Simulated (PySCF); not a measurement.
**How exact exchange moves a shielding**

Molecule: `CC(C)(C)CO`, C5H12O.

Molfile (atoms numbered from 1):
```
C5H12O
     RDKit          3D

 18 17  0  0  0  0  0  0  0  0999 V2000
   -0.6671   -0.9485   -1.1890 C   0  0  0  0  0  0  0  0  0  0  0  0
   -0.1588   -0.1062   -0.0196 C   0  0  0  0  0  0  0  0  0  0  0  0
    0.0668   -0.9941    1.2054 C   0  0  0  0  0  0  0  0  0  0  0  0
   -1.1717    0.9905    0.3134 C   0  0  0  0  0  0  0  0  0  0  0  0
    1.1671    0.5355   -0.4310 C   0  0  0  0  0  0  0  0  0  0  0  0
    1.6654    1.3129    0.6261 O   0  0  0  0  0  0  0  0  0  0  0  0
   -1.6292   -1.4209   -0.9361 H   0  0  0  0  0  0  0  0  0  0  0  0
   -0.8273   -0.3325   -2.0889 H   0  0  0  0  0  0  0  0  0  0  0  0
    0.0427   -1.7509   -1.4466 H   0  0  0  0  0  0  0  0  0  0  0  0
    0.4837   -0.4079    2.0365 H   0  0  0  0  0  0  0  0  0  0  0  0
    0.7722   -1.8099    0.9782 H   0  0  0  0  0  0  0  0  0  0  0  0
   -0.8795   -1.4494    1.5387 H   0  0  0  0  0  0  0  0  0  0  0  0
   -2.1277    0.5535    0.6438 H   0  0  0  0  0  0  0  0  0  0  0  0
   -0.7905    1.6389    1.1151 H   0  0  0  0  0  0  0  0  0  0  0  0
   -1.3747    1.6214   -0.5674 H   0  0  0  0  0  0  0  0  0  0  0  0
    1.8781   -0.2695   -0.7122 H   0  0  0  0  0  0  0  0  0  0  0  0
    0.9957    1.1494   -1.3396 H   0  0  0  0  0  0  0  0  0  0  0  0
    2.4985    1.7047    0.3510 H   0  0  0  0  0  0  0  0  0  0  0  0
  1  2  1  0
  2  3  1  0
  2  4  1  0
  2  5  1  0
  5  6  1  0
  1  7  1  0
  1  8  1  0
  1  9  1  0
  3 10  1  0
  3 11  1  0
  3 12  1  0
  4 13  1  0
  4 14  1  0
  4 15  1  0
  5 16  1  0
  5 17  1  0
  6 18  1  0
M  END
```

GIAO shieldings (ppm, equivalent atoms averaged) in PySCF on the PBE0-D3(BJ)/def2-SVP geometry, basis pcSseg-1, gas phase, non-relativistic:

```csv
functional,exact exchange (%),σ(C5),σ(C2),σ(O6)
BLYP,0,95.0,138.8,289.8
BP86,0,101.0,144.2,295.7
PBE,0,101.2,145.0,294.9
B3LYP,20,101.7,144.8,299.5
PBE0,25,109.0,151.9,305.6
mPW1PW91,25,108.3,151.1,304.7
HF,100,123.9,164.6,323.1
```

(1) Fit each shielding as a line in the percentage of exact exchange.

(2) What does the line predict for BHandHLYP (50 %), and what does the run give?

## Answers

(1) σ(C5) = 99.6 + 0.25 x (rms 2.7 ppm); σ(C2) = 143.3 + 0.22 x (rms 2.6 ppm); σ(O6) = 294.7 + 0.30 x (rms 2.6 ppm). The functionals also differ in their semilocal parts, which the line can't hold; Hartree–Fock has no correlation at all.

(2) σ(C5): 112.1 predicted, 110.5 computed; σ(C2): 154.3 predicted, 152.5 computed; σ(O6): 309.7 predicted, 310.3 computed ppm.
